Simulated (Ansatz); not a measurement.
# How the elastic constant C12 of 1T (CdI2-type) PtS2 moves with the method

No measured value is used here.

```tsv
level (code)	value (GPa)	cell (Å³/atom)
LDA (Ansatz)	74.1	16.60
PBEsol (Ansatz)	64.6	17.56
r²SCAN (Ansatz)	51.6	20.41
```

Density-functional levels without +SOC have no spin–orbit coupling. LDA: the solid has no gap at this level, which affects its response. LDA: LDA has no dispersion term either, though it tends to give short spacings of layers, chains or molecules. PBEsol, r²SCAN: the cell comes from a level without a dispersion term, which matters for the spacing of layers, chains or molecules. Each level is taken at its own relaxed cell. Cutoffs and k meshes differ between the levels. Ansatz's density-functional and Hartree–Fock values are scalar-relativistic unless marked +SOC, with PAW data made under PBE.

Ansatz is an electronic-structure program.
